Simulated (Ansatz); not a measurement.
This geometry of CH3OSi (6 atoms, charge 1, multiplicity 1) is a first-order saddle point.

Level of theory: Ansatz 0.2.0, RKS PBE/def2-SVP.

```xyz
6
Properties=species:S:1:pos:R:3
O 1.095 1.046 -0.467
C 0.152 0.278 -0.225
Si -0.787 -1.143 0.244
H 1.746 0.813 -1.187
H -2.182 -0.565 0.211
H -0.024 -0.430 1.423
```

(1) Which two structures does it join? (They come from a converged band through this point; their orientation in space is the band's.)

(2) How far does it lie above each of them?

Answers

(1) Bonds broken: Si3–H6. Bonds formed: C2–H6.

First end point:

```xyz
6
Properties=species:S:1:pos:R:3
O 1.078 1.192 -0.772
C 0.377 0.288 -0.288
Si -0.891 -0.392 0.723
H 1.775 0.888 -1.425
H -2.040 -0.845 -0.115
H -0.299 -1.131 1.876
```

Last end point:

```xyz
6
Properties=species:S:1:pos:R:3
O 1.127 0.811 -0.219
C 0.273 -0.012 0.277
Si -0.922 -1.395 -0.234
H 1.155 0.827 -1.207
H -1.949 -0.258 -0.019
H 0.315 0.027 1.402
```

(2) 0.38 eV above the first and 0.95 eV above the second. This is the barrier of this one path; another mechanism may lie lower. The orbitals stay closed-shell, which can raise the energy where a bond breaks towards radicals; this wasn't checked here. Limits of this set-up: the dipole of an ion depends on the origin.

The run took 41 s on 1 thread of AMD EPYC 9R45 96-Core Processor (Zen 5), on a shared host, peak memory 0.13 GiB.
